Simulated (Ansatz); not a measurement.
We consider BiOBr (P4/nmm, No. 129), described by G0W0@PBEsol (hard PAW, contour deformation, complete-basis limit; Ansatz, a first-principles code).

Run with largest k mesh 6×6×4 (not extrapolated in the mesh).

Cell (measured lattice):

```cif
data_Bi2Br2O2
_chemical_formula_sum 'Bi2 O2 Br2'
_space_group_name_H-M_alt 'P4/nmm :1'
_space_group_IT_number 129
_space_group_name_Hall 'P 4ab 2ab -1ab'
_cell_length_a 3.91600
_cell_length_b 3.91600
_cell_length_c 8.07700
_cell_angle_alpha 90.000
_cell_angle_beta 90.000
_cell_angle_gamma 90.000
loop_
_space_group_symop_operation_xyz
  'x, y, z'
  '-y+1/2, x+1/2, z'
  '-x, -y, z'
  'y+1/2, -x+1/2, z'
  'x+1/2, -y+1/2, -z'
  '-y, -x, -z'
  '-x+1/2, y+1/2, -z'
  'y, x, -z'
  '-x+1/2, -y+1/2, -z'
  'y, -x, -z'
  'x+1/2, y+1/2, -z'
  '-y, x, -z'
  '-x, y, z'
  'y+1/2, x+1/2, z'
  'x, -y, z'
  '-y+1/2, -x+1/2, z'
loop_
_atom_site_label
_atom_site_type_symbol
_atom_site_symmetry_multiplicity
_atom_site_Wyckoff_symbol
_atom_site_fract_x
_atom_site_fract_y
_atom_site_fract_z
_atom_site_occupancy
Bi1 Bi 2 c 0.00000 0.50000 0.15400 1
O1 O 2 a 0.00000 0.00000 0.00000 1
Br1 Br 2 c 0.50000 0.00000 0.34700 1
```

Question: Predict the band gap.

Answer: 
* **band gap**: 3.23 eV

Note: filled d or f shells below the valence bands can shift G0W0 gaps through exchange with them, which wasn't tested here; cell and atoms aren't relaxed at this level; the gap holds a correction of +0.40 eV to the complete basis; the gap is lowered by 0.06 eV for band edges off the mesh, as the parent functional finds them.

Spin–orbit coupling is not included; with these elements it can move the gap by several tenths of an eV or more.
